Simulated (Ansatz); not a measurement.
SnH₄⁺, quartet: the ladder up to UCCSDT(Q)

Geometry: that of the SnH4⁺, doublet, kept fixed. The doublet lies 5.8 eV lower here.

```xyz
5

Sn    0.0000    0.0000    0.0000
H     0.5761    1.1516    1.1503
H    -0.5821   -1.1483    1.1506
H    -0.5743    1.1492   -1.1536
H     0.5802   -1.1525   -1.1473
```

Basis def2-SVP with its core potentials; Ansatz 0.2.0. Correlated methods freeze the noble-gas cores and the filled d shells of p-block atoms, which leaves 7 electrons in 37 orbitals. Prefix R: restricted or restricted open-shell reference; prefix U: unrestricted. Active spaces: valence = (7e, 8o) chosen from the atoms' valence shells. No spin–orbit coupling is included; scalar relativity enters through the core potentials alone.

Full CI isn't at hand for all of this; UCCSDT(Q) serves as the reference, and is uncertain by about the last step of the cluster series. The frozen core follows each run's orbitals, which can shift R against U totals by a few meV for light atoms and by up to 0.1 eV past Ca.

```
UHF ⟨S²⟩                          : 3.757
T1 diagnostic (RCCSD)             : 0.0366
largest doubles amplitude (RCCSD) : 0.086
T1 diagnostic (UCCSD)             : 0.0330
```

Q: From what is known of these methods and the diagnostics, rank them by the size of their error in total energy against UCCSDT(Q) in def2-SVP, smallest first (an estimate: the text doesn't fix the numbers).
A. UHF
B. UCCSD(T)
C. UMP2
D. UCCSD
E. UCCSDT

A: E (0.2 kJ/mol), B (2.4 kJ/mol), D (8.2 kJ/mol), C (70.4 kJ/mol), A (242.3 kJ/mol).

All errors are against UCCSDT(Q) in def2-SVP. Within each family the higher level lies nearer, as is usual though not guaranteed.

Natural occupations of CASSCF (valence space) about the gap: 1.969 1.940 1.009 1.003 0.995 0.053 0.023 0.008; effectively unpaired electrons, Σ n²(2−n)², 3.03.
